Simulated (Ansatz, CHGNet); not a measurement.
**How well does each level of theory give the lattice constant a of rock-salt NbC?**

Reference value: 4.47 Å (measured, temperature not stated, not corrected to a static lattice; as tabulated in Zhang et al. (2018), doi:10.1088/1367-2630/aac7f0).

```tsv
level (code)	value (Å)	difference (%)
CHGNet 0.3.0	4.506	+0.81
LDA (Ansatz)	4.427	-0.96
BLYP (Ansatz)	4.539	+1.54
PBE (Ansatz)	4.485	+0.34
RPBE (Ansatz)	4.504	+0.76
PBE-D3(BJ) (Ansatz)	4.450	-0.45
PBE-D4 (Ansatz)	4.460	-0.22
PBE0 (Ansatz)	4.452	-0.40
Hartree–Fock (Ansatz)	4.489	+0.43
```

The reference's temperature isn't stated, so close values are not ranked against it. Off by more than 1.25 %, or 1.75 % on the side where a correction would as a rule narrow the miss (bounds picked here): BLYP (+1.54 %).

The reference isn't brought to a static lattice, while the calculations are for one, so the differences are not the levels' errors alone. A static lattice is as a rule a little smaller than the measured one.  PBE0, Hartree–Fock: the run has no spin polarisation, so it can have missed a magnetic state. Cutoffs and k meshes differ between the levels. Ansatz's density-functional and Hartree–Fock values are scalar-relativistic unless marked +SOC, with PAW data made under PBE.

Machine-learned potentials (CHGNet 0.3.0) are trained on DFT data: a solid inside that data is no test of them.

Differences are worked out from the printed values.

Ansatz is an electronic-structure program.
